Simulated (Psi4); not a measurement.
This Psi4 input (PBE/def2-SVP) gives -152.31233 Eh with 52 basis functions.

```
memory 8100 MB

molecule {
0 1
C     0.00913574    0.00173503   -1.20562697
C    -0.00077797   -0.00014775    0.10266711
H     0.02818759    0.94008178   -1.73766571
H    -0.00183081   -0.93507619   -1.74059173
O    -0.00956292   -0.00181616    1.26200208
}

set {
  basis def2-svp
  scf_type df
}

energy('pbe')
print_variables()
```

Change:
```diff
- basis def2-svp
+ basis def2-tzvpd
```

Task: What does the run give now?

Result: -152.49052 Eh (PBE/def2-TZVPD, 132 functions), a change of -178.19 mEh.
